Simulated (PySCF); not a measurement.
Geometries of 3 isomers of C4H10O2, from PySCF, PBE0-D3(BJ)/def2-SVP geometry optimisation, gas phase. One conformer each, no zero-point energy, no frequencies.

Question: Which isomer lies lowest at this level?
A.
```xyz
16
angstrom
C     -0.679   -2.321    1.747
O      0.163   -1.388    1.150
C     -0.509   -0.474    0.340
C      0.509    0.474   -0.250
O     -0.163    1.387   -1.060
C      0.679    2.321   -1.657
H     -1.221   -2.932    0.997
H     -0.061   -2.992    2.361
H     -1.434   -1.842    2.401
H     -1.260    0.107    0.914
H     -1.056   -0.982   -0.482
H      1.056    0.982    0.572
H      1.260   -0.107   -0.825
H      0.061    2.992   -2.271
H      1.434    1.842   -2.311
H      1.221    2.932   -0.907
```
B.
```xyz
16
angstrom
C     -2.390   -0.420    1.188
O     -1.230    0.128    0.649
C     -0.792   -0.521   -0.510
C      0.499    0.112   -0.978
C      1.632   -0.013    0.030
O      2.836    0.537   -0.433
H     -3.245   -0.359    0.484
H     -2.258   -1.485    1.465
H     -2.645    0.147    2.095
H     -0.636   -1.604   -0.311
H     -1.562   -0.457   -1.307
H      0.310    1.180   -1.186
H      0.811   -0.350   -1.928
H      1.312    0.429    0.993
H      1.832   -1.080    0.225
H      2.706    1.485   -0.533
```
C.
```xyz
16
angstrom
O      1.939   -0.951   -0.210
C      1.298    0.080   -0.921
C      0.553    0.964    0.059
C     -0.397    0.198    0.975
C     -1.364   -0.713    0.236
O     -2.061   -0.070   -0.802
H      2.357   -1.541   -0.843
H      0.577   -0.323   -1.659
H      2.024    0.698   -1.486
H     -0.008    1.709   -0.528
H      1.278    1.522    0.675
H     -0.960    0.919    1.595
H      0.188   -0.422    1.674
H     -2.056   -1.186    0.962
H     -0.801   -1.534   -0.235
H     -2.566    0.653   -0.415
```

Answer: C. That is 1,4-butanediol, `OCCCCO`, 8.2 kcal/mol below the next.

```
SMILES                   atoms numbered as above      E (Eh)  relative (kcal/mol)  relative (kJ/mol)  dipole (D)
OCCCCO  [OH:1][CH2:2][CH2:3][CH2:4][CH2:5][OH:6]  -308.30715                  0.0                0.0        0.45
COCCCO   [CH3:1][O:2][CH2:3][CH2:4][CH2:5][OH:6]  -308.29404                  8.2               34.4        1.98
COCCOC    [CH3:1][O:2][CH2:3][CH2:4][O:5][CH3:6]  -308.27964                 17.3               72.2        0.00
```

As drawn, the lowest has an O–H bond, which the highest lacks.
